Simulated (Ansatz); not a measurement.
## AlSi, sextet: reading a ladder of total energies

Geometry: that of the AlSi, quartet, kept fixed. The doublet lies 2.8 eV lower here.

```
atom   x (Å)   y (Å)   z (Å)
  Si  0.0000  0.0000  0.0000
  Al  0.0000  0.0000  2.4162
```

Basis cc-pVDZ; Ansatz 0.2.0. Correlated methods freeze the noble-gas cores, which leaves 7 electrons in 26 orbitals. Prefix R: restricted or restricted open-shell reference; prefix U: unrestricted.

Full CI is exact within this basis and frozen core; it isn't the basis-set limit. The frozen core follows each run's orbitals, which can shift R against U totals by a few meV.

UCCSD has a T1 diagnostic of 0.036 and a largest doubles amplitude of 0.07.

Runs differ by some tens of microhartree through their thresholds and, for an open shell, their frozen cores, so the step to full CI, which has another core, is uncertain by up to 0.1 kcal/mol.

| level | total energy (hartree) |
| --- | --- |
| UHF | -530.691533 |
| UMP2 | -530.759205 |
| UCCSD | -530.780637 |
| UCCSD(T) | -530.784072 |
| UCCSDT | -530.785205 |
| UCCSDT(Q) | -530.785426 |
| full CI | -530.785458 |

Q: What is the correlation energy at full CI, and what share of it do UMP2 and UCCSD(T) recover?

A: E(corr) = -530.785458 − (-530.691533) = -0.093925 hartree = -2.556 eV. UMP2: -0.067672 / -0.093925 = 72.05 %. UCCSD(T): -0.092539 / -0.093925 = 98.52 %.

Q: By how many kcal/mol does UCCSD(T) miss full CI (1 hartree = 627.509 kcal/mol), and which steps make up the rest?

A: -530.784072 − (-530.785458) = 0.001386 hartree = 0.87 kcal/mol. Steps: UCCSDT − UCCSD(T) = -0.71, UCCSDT(Q) − UCCSDT = -0.14, full CI − UCCSDT(Q) = -0.02 kcal/mol. Differences between like states or geometries often cancel part of this.
